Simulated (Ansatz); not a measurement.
ethane (SMILES CC) moved off its minimum; all values from Ansatz (a quantum-chemistry and plane-wave program), cores frozen in correlated methods.
(charge 0, multiplicity 1)
```xyz
8

C     -0.7777     0.1065    -0.0286
C      0.7884    -0.1107     0.0703
H     -1.2155    -0.4255    -0.7582
H     -1.0365     1.1544    -0.1542
H     -1.2225    -0.1067     0.9993
H      1.0074    -1.1641     0.2370
H      1.1059     0.4870     0.6961
H      1.1599     0.1768    -0.9074
```

Q: Give the forces (eV/Å), the total energy and the dipole at CCSD(T)/cc-pVTZ.

A: 
| atom | Fx | Fy | Fz |
|---|---|---|---|
| C1 | 1.911 | 1.644 | 4.583 |
| C2 | -5.114 | -5.144 | -7.035 |
| H3 | -1.608 | -2.127 | -2.476 |
| H4 | 0.272 | 0.282 | -0.346 |
| H5 | 0.286 | -0.223 | -1.330 |
| H6 | 0.176 | 0.155 | 0.251 |
| H7 | 3.592 | 5.528 | 6.551 |
| H8 | 0.485 | -0.114 | -0.199 |
Energy -79.6382 hartree, dipole 0.08 D.
